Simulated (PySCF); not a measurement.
methyl formate cation (C₂H₄O₂), SMILES C(=O)OC (connectivity only; charge and spin as stated), charge +1, multiplicity 2. Atoms are numbered in the order given.

```xyz
8

C     -0.3851    -1.4571     0.0000
O      0.6958    -0.4231     0.0000
C      0.4562     0.8142     0.0000
O     -0.6900     1.3443     0.0000
H     -0.9754    -1.3224    -0.9150
H      0.1687    -2.3993     0.0000
H     -0.9754    -1.3224     0.9150
H      1.3089     1.5317     0.0000
```
Charge +1, spin multiplicity 2.

The structure is a stationary point at TPSSh-D3(BJ)/def2-SVP. The spin state was assumed, not searched. The values are those of a single conformer.

These are TPSSh-D3(BJ)/def2-SVP run with PySCF values and carry that method's errors.

Harmonic, unscaled wavenumbers; measured fundamentals usually lie a few per cent lower.

```
mode  ν (cm⁻¹)  IR (km/mol)  moving atoms (share of kinetic energy)
----  --------  -----------  --------------------------------------
1           43          0.3                                  H 92 %
2          219          9.6                  O 50 %, C 33 %, H 17 %
3          369         43.5                  H 37 %, O 36 %, C 26 %
4          539         11.4                  O 47 %, C 42 %, H 11 %
5          790         56.0                   C 56 %, O 35 %, H 9 %
6          960          1.1                          H 58 %, C 37 %
7         1144          3.1                          H 79 %, C 16 %
8         1154         11.0                  H 65 %, C 19 %, O 16 %
9         1214          6.0                   H 65 %, O 25 %, C 9 %
10        1348         77.7                  H 40 %, O 37 %, C 22 %
11        1433         49.5                          H 70 %, C 22 %
12        1458          6.4                                  H 95 %
13        1475         26.1                                  H 96 %
14        1557        180.1                  C 55 %, O 28 %, H 17 %
15        3000        105.9                                  H 93 %
16        3078          0.5                                  H 98 %
17        3206          3.2                          H 90 %, C 10 %
18        3249         11.8                          H 90 %, C 10 %
```
